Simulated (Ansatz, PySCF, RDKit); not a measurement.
Isomers of C3H4. Isolated molecules, 0 K electronic values unless said otherwise. Strings in code marks are SMILES.

Quantity: electronic energy of isomers of C3H4 relative to `C#CC`, in kcal/mol. Force-field values (RDKit) are differences of steric energies, which aren't made for comparing isomers with other bonds.

Level 1: frozen-core CCSD(T)/cc-pVQZ // r2SCAN-D4/def2-TZVP (Ansatz, a first-principles code)
Level 2: B3LYP/3-21G // r2SCAN-D4/def2-TZVP (PySCF)
Level 3: frozen-core MP2/6-31G* // r2SCAN-D4/def2-TZVP (PySCF)
Level 4: UFF, relaxed from the DFT geometry (RDKit)

| species | level 1 | level 2 | level 3 | level 4 |
|---|---|---|---|---|
| `C1=CC1` | 23.4 | 32.5 | 22.5 | 99.8 |
| `C=C=C` | 1.33 | -0.65 | 4.60 | -0.05 |
